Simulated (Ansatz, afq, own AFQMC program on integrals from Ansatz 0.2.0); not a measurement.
# Where AFQMC and coupled cluster stand for AlH, triplet

```xyz
2

Al    0.0000    0.0000    0.0000
H     0.0000    0.0000    4.4260
```

Basis cc-pVTZ. Noble-gas cores (and the filled d shells of Ga–Kr and In–Xe) are frozen. Ansatz 0.2.0 and our own AFQMC program on the same integrals; the CISD trial comes from CCSD amplitudes, and released means the phaseless constraint is let go. Error bars are statistical, one sigma.

Determinant: UHF, the one that the program's search chose, which needn't be the lowest solution. The geometry is a point of a scan.

Full CI on the same integrals is exact in this basis and with this determinant's frozen core.

Cautions: lower spins were not checked.

The T1 diagnostic is 0.0156, the weight of the determinant in the CISD state is 0.931 and the ⟨S²⟩ of the determinant is 2.020. The size of the correlated space is 4 electrons in 43 orbitals.

```json
{"level": "MP2", "correlation energy (eV)": "-0.9780"}
{"level": "CCSD", "correlation energy (eV)": "-1.3908"}
{"level": "CCSD(T)", "correlation energy (eV)": "-1.4221"}
```

(1) Estimate where phaseless AFQMC with a CISD trial lies against CCSD(T) on the same integrals.

(1) 0.19 ± 0.02 kcal/mol below CCSD(T).

Reference: full CI, correlation energy -1.435 eV. The released energy is read at 2.40 1/Eh (meV from the phaseless value at times in 1/Eh: -0.9 ± 0.7 at 0.24, -2.3 ± 0.6 at 0.51, -3.4 ± 0.5 at 0.99, -4.2 ± 0.5 at 1.62, -4.8 ± 0.6 at 2.40).

```json
{"level": "CCSD(T)", "E − E(reference) (kcal/mol)": "0.30", "share of correlation (%)": "99.10"}
{"level": "CCSDT", "E − E(reference) (kcal/mol)": "0.00", "share of correlation (%)": "100.00"}
{"level": "CCSDT(Q)", "E − E(reference) (kcal/mol)": "0.00", "share of correlation (%)": "100.00"}
{"level": "ph-AFQMC/HF", "E − E(reference) (kcal/mol)": "2.18 ± 0.27", "share of correlation (%)": "93.40"}
{"level": "ph-AFQMC/CISD", "E − E(reference) (kcal/mol)": "0.11 ± 0.02", "share of correlation (%)": "99.67"}
{"level": "released AFQMC", "E − E(reference) (kcal/mol)": "0.00 ± 0.01", "share of correlation (%)": "100.00"}
```

CCSDT and higher add their correlation energy to the determinant of the CCSD(T) run, since their own runs factorise the integrals more tightly (a shift of under 2 meV). A walk keeps the symmetry of its determinant, which the program's search chose and which needn't be the lowest solution, so a lower state of the same spin and another symmetry isn't excluded. Released energies are given only where the last usable release times agree within the noise; a slower fall can still hide under it.
